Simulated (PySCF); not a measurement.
## Ionisation energy of Si by level of theory

Si [Ne] 3s2 3p2 (3P) → Si+ [Ne] 3s2 3p1 (2P), as a difference of total energies. All numbers are calculated (PySCF 2.14, the spin-free X2C one-electron Hamiltonian (Gaussian nucleus), in x2c-QZVPPall). Correlated levels: valence: [Ne] frozen. The calculations carry no spin-orbit coupling.

| method | ionisation energy (eV) | error (eV) |
| --- | --- | --- |
| UHF | 7.626 | -0.531 |
| MP2 (valence) | 8.062 | -0.095 |
| SCS-MP2 (valence) | 7.974 | -0.183 |
| CCSD (valence) | 8.079 | -0.078 |
| CCSD(T) (valence) | 8.124 | -0.033 |

Reference: 8.157 eV (measured; NIST levels, between the centres of gravity of the two terms).

Errors of the correlated levels include the incompleteness of this basis and the frozen core.
